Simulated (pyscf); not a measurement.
Optimised with ωB97X-D3(BJ)/def2-SVP in PySCF.

Problem. For the elementary gas-phase step HO–Zn–Cl + H₂ → H₂O + Cl–ZnH (singlet surface; O–Zn, H–H broken, H–O, H–Zn formed), what barrier and reaction energy does ωB97M-D3(BJ)/def2-TZVP give, measured from the separated reactants?

Solution. ΔE‡ = 21.7 kcal/mol, ΔE = +0.2 kcal/mol. Zero-point energy shifts the barrier by +2.0 kcal/mol. It is a four-centre exchange, with an imaginary mode of 1237i cm⁻¹. On the product side the descent ends in an adduct with a O–Zn contact (not fully relaxed), 12.9 kcal/mol under the separated species and 32.8 kcal/mol under the saddle at ωB97X-D3(BJ)/def2-TZVP. What is counted as broken (O–Zn) persists as a longer contact in the product adduct; parting that adduct is a step of its own. At the saddle there is also a short H–Zn contact that neither side keeps. One saddle was located; it need not be the lowest between these sides. Elements up to Kr have no core potential and no relativistic terms here.
